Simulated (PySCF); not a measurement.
Ligands exchanged one at a time, Al F-Br. All species are isolated molecules in the gas phase. Strings in code marks are SMILES.

The numbers are results of PBE-D3(BJ)/def2-TZVP // B3LYP-D3(BJ)/def2-TZVP (PySCF 2.14.0), not measurements. Excitations are Tamm–Dancoff values on a coarser integration grid. The basis has no diffuse functions, so Rydberg states are missing or too high.

```
species                                         HOMO–LUMO gap (eV)  S1–T1 gap (TDA) (eV)  HOMO (eV)  S1 excitation (TDA) (eV)  dipole moment (D)
----------------------------------------------  ------------------  --------------------  ---------  ------------------------  -----------------
0 of 3 F replaced by Br                                       7.20                  0.20      -9.62                      7.28               0.00
1 of 3 F replaced by Br                                       5.53                  0.27      -7.91                      5.66               0.68
2 of 3 F replaced by Br (`[F][Al]([Br])[Br]`)                 5.21                  0.26      -7.60                      5.34               0.64
3 of 3 F replaced by Br (`[Br][Al]([Br])[Br]`)                4.92                  0.24      -7.36                      5.04               0.00
```
